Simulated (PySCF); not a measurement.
cyclohexene: removing and adding an electron

Molecule: cyclohexene, `C1=CCCCC1` (C6H10). Atom numbers as in the mapped SMILES `[CH:1]1=[CH:2][CH2:3][CH2:4][CH2:5][CH2:6]1`. These are map numbers, not IUPAC locants.

Level of theory: ωB97X-D3(BJ)/ma-def2-TZVP single points in PySCF, grid level 2; every species was optimised with PBE0-D3(BJ)/ma-def2-SVP. The prefix ma- adds one diffuse s and one diffuse p function on all atoms but H. Zero-point and thermal terms (298.15 K, 1 bar) come from unscaled PBE0-D3(BJ)/ma-def2-SVP harmonic frequencies, with soft modes damped to free rotors in the entropy.

Frontier levels of the parent: HOMO -9.20 eV, LUMO 1.18 eV.

Oxidation to the radical cation:
| Item | Value |
| --- | --- |
| Vertical ionisation energy (electronic) | 9.01 eV |
| Adiabatic ionisation energy (with zero-point energy) | 8.69 eV |
| Adiabatic, electronic part | 8.78 eV |
| Vertical gap at the product's structure | 8.37 eV |
| Inner reorganisation energy (four-point) | 645 meV |
| Relaxation of product / of parent | 233 / 412 meV |
| ⟨S²⟩ of the product | 0.753 |
| Largest spin populations | C1 0.41, C2 0.41 |
| Largest changes of atomic charge | C1 0.23, C2 0.23, H (on C6) 0.08, H (on C3) 0.08 |
| Distances that move most (Å) | C1–C2 1.339 → 1.410; C1–C6 1.501 → 1.456; C2–C3 1.501 → 1.457; C6–H 1.107 → 1.122 |

Vertical electron affinity to the radical anion: -1.11 eV. The extra electron is not bound at this structure, the number hangs on the basis, and the ion was not relaxed.

Measured values (NIST Chemistry WebBook, evaluated or the median of agreeing entries): vertical ionisation energy 9.12 eV (computed 9.01, difference -0.11); adiabatic ionisation energy 8.95 eV (computed 8.69, difference -0.26).
